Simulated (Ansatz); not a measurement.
Aluminium, fcc: convergence with the plane-wave cutoff

Computed with Ansatz, LDA, scalar-relativistic PAW, on the relaxed cell (a = 3.983 Å; spin not included). Errors count from a run at 420 eV on a Γ-centred 22×22×22 mesh with Fermi-Dirac smearing of 0.1 eV, extrapolated to zero width. Fixed here: mesh 14×14×14, Fermi-Dirac width 0.1 eV. The pressure holds a Pulay correction and is unreliable far below the recommended cutoff. The SCF starts from atomic densities corrected by a trained network.

| cutoff (eV) | E(σ→0) error (meV/atom) | P (GPa) | SCF iterations |
| --- | --- | --- | --- |
| 150 | 635.5 | 8.84 | 6 |
| 200 | 309.5 | 0.17 | 6 |
| 250 | 140.7 | 2.41 | 6 |
| 300 | 40.6 | 0.45 | 6 |
| 350 | 15.6 | -0.16 | 6 |
| 420 | 8.6 | -0.10 | 6 |
| 500 | 8.1 | -0.11 | 6 |
| 600 | 8.0 | -0.11 | 6 |
| 800 | 7.9 | -0.11 | 6 |

Within 5 meV/atom of the last row: from 420 eV on.
